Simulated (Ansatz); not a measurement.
System: cubic perovskite CsSnBr3. Method: PBE in Ansatz (PAW).

Numerical settings: plane-wave cutoff 520 eV, 6×6×6 k mesh, Fermi–Dirac smearing 0.01 eV, scalar-relativistic PAW data made under PBE.

Response to compression and expansion:

| V (Å³/atom) | P (GPa) | direct gap at Γ (eV) | smallest gap on the k mesh (eV) |
|---|---|---|---|
| 38.542 | 1.38 | 5.179 | 0.327 |
| 39.362 | 0.87 | 5.140 | 0.443 |
| 40.182 | 0.41 | 5.103 | 0.551 |
| 41.002 | 0.00 | 5.067 | 0.652 |
| 41.822 | -0.37 | 5.032 | 0.746 |
| 42.643 | -0.69 | 4.999 | 0.835 |
| 43.463 | -0.99 | 4.966 | 0.918 |

The fundamental gap (0.65 eV at the equilibrium volume, with added k points) lies elsewhere than Γ–Γ.

Note: the relaxation could not lower the start's symmetry, so the cell can be a saddle point above a distorted one.

Spin–orbit coupling is not included.

Ansatz is a program for electronic structure.
